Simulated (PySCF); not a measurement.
N₂.
SMILES: `N#N`

Method used: PBE0-D3(BJ)/def2-SVP geometry optimisation, gas phase (PySCF).

Take the most abundant isotopes and a rigid rotor. 

(1) What are the moment of inertia and the rotational constant?

(2) List the first levels of a rigid rotor in a Σ state.

(3) Has it a pure rotational spectrum?

## Answers

(1) I = 8.437 u·Å², B = 505379 MHz·u·Å²/I = 59901 MHz (1.9981 cm⁻¹, or 2.875 K as hB/k). For two atoms I = μr² with μ = 7.0015 u and r = 1.0977 Å.

(2) E(J) = BJ(J+1): J = 1: 3.996, J = 2: 11.989, J = 3: 23.977, J = 4: 39.962, J = 5: 59.943, J = 6: 83.920 cm⁻¹.

(3) Not by electric dipole: D∞h allows no dipole (computed 0.00 D). Rotational Raman lines (ΔJ = 2) lie at B(4J + 6), spaced by 4B = 7.992 cm⁻¹, with nuclear-spin weights that differ between even and odd J.

Whether it is a minimum is left open (no frequencies). Constants of a rigid frame at the computed geometry: no zero-point averaging, no centrifugal distortion.

Time: 0.87 s of wall time; peak memory 0.23 GiB. Hardware: one thread of an Arm Neoverse V1, shared host. That covers the optimisation of the geometry.
